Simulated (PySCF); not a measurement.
## NaS at PBE

Level: PBE. Na 6-31G(d,p), S 6-31G(d,p); no relativity (PySCF 2.14).

```json
{"state": "²Π (doublet), unpaired electrons π ↑", "bond length": "2.509 Å", "harmonic wavenumber": "319 cm⁻¹", "force constant": "0.804 mdyn/Å", "rotational constant Be": "0.2003 cm⁻¹", "anharmonicity ωexe": "1.51 cm⁻¹", "vibration–rotation constant αe": "0.00143 cm⁻¹", "well depth De to Na + S": "2.54 eV", "dissociation energy D0": "2.52 eV", "bond order (Mayer)": "0.93", "dipole moment (positive dipole means Na(−)S(+))": "-7.74 D"}
```

The state was picked by a PBE0 search and need not be the measured ground state.
